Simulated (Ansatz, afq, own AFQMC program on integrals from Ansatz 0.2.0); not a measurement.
Two steps: Ansatz 0.2.0 writes the Fock matrix and Cholesky factors of the valence space, and afq projects on them the lowest state that overlaps trial and start.

```yaml
crystal:
  periodic: [false, false, false]
  atoms:
    - {symbol: Cl, position_ang: [0.000000, 0.000000, 0.000000]}
basis:
  gaussian: {orbitals: cc-pVDZ}
magnetization: {spin_polarized: true, initial_magnetization: 1}
correlation: {method: ccsd_t, electrons: outside_noble_gas, hamiltonian_folder: ham}
```

```sh
$ ansatz run in.yaml --threads 1 --pin off --events-out ev --progress --plain --max-ram 1382MiB
```

afq runs on the folder ham with

```
--method phaseless --trial hf --walkers 400 --populations 1 --least-time 40 --time-step 0.005 --steps-per-block 20 --equilibration-blocks 112 --max-blocks 600 --target-error 0.0009600 --factor-cut 1e-05 --start spin_pure --seed 8984 --taylor-order 6
```

Times are imaginary, in 1/Eh. The walk had a cap of 424 s.

afq prints:

```
orbitals 13  electrons 4 3  factors 69 of 103
reference energy -459.47114348 Eh
CCSD correlation -0.12659186 Eh in 8 cycles, weight of the determinant in the CISD state 0.9502
energy of the start -459.471218 Eh
 block  time / (1/Eh)  mean weight  energy / Eh
     1     0.100  1.0001  -459.499384
     2     0.200  1.0005  -459.521816
     3     0.300  1.0008  -459.539053
     4     0.400  1.0011  -459.555460
     5     0.500  1.0002  -459.566483
     7     0.700  1.0000  -459.581493
     9     0.900  1.0006  -459.589182
    13     1.300  1.0000  -459.593695
    37     3.700  0.9991  -459.603260
    61     6.100  1.0004  -459.595944
    85     8.500  0.9997  -459.609985
   109    10.900  1.0001  -459.598272
   133    13.300  0.9999  -459.597591
   157    15.700  0.9999  -459.601347
   181    18.100  1.0000  -459.597439
   205    20.500  1.0006  -459.591783
   229    22.900  1.0008  -459.597983
   241    24.100  0.9999  -459.585103
   253    25.300  0.9990  -459.587158
   277    27.700  1.0011  -459.592916
   301    30.100  1.0007  -459.602606
   325    32.500  1.0003  -459.609258
   349    34.900  1.0006  -459.595383
   373    37.300  0.9998  -459.598857
   397    39.700  0.9999  -459.603792
   421    42.100  1.0004  -459.597469
   445    44.500  1.0004  -459.597315
   469    46.900  0.9991  -459.597925
   493    49.300  1.0007  -459.603210
   505    50.500  1.0015  -459.604922
blocks merged  error / Eh  count
     1  0.000298  400
     2  0.000397  200
     4  0.000522  100
     8  0.000657  50
    16  0.000797  25
    32  0.000922  12
energy -459.597197 +/- 0.000797 Eh
(rows thinned)
```

The run passed its tests (sampling time, drift between the halves within three errors, error under three times the target), which doesn't prove that it has relaxed. The second half of the sampling lies below the first by 2.2 errors of their difference, so the energy may still be moving and its error bar be too small.

Against this walk (error 21.7 meV) on the same determinant: CCSD(T) 46.1 meV lower, CCSDT(Q) 55.3 meV lower, CCSDTQ 55.8 meV lower, full CI 55.8 meV lower, a separate phaseless walk with a CISD trial and standard settings 50.7 ± 21.8 meV lower. The error is statistical and leaves out the bias of the constraint.

Cautions: constraint bias not in the error.

The walk took 91 s on 1 thread of Arm Neoverse V1 (shared host). The log's last line is the phaseless energy.

CCSDT and higher add their correlation energy to the determinant of the CCSD(T) run, since their own runs factorise the integrals more tightly (a shift of under 2 meV). A walk keeps the symmetry of its determinant, which the program's search chose and which needn't be the lowest solution, so a lower state of the same spin and another symmetry isn't excluded.
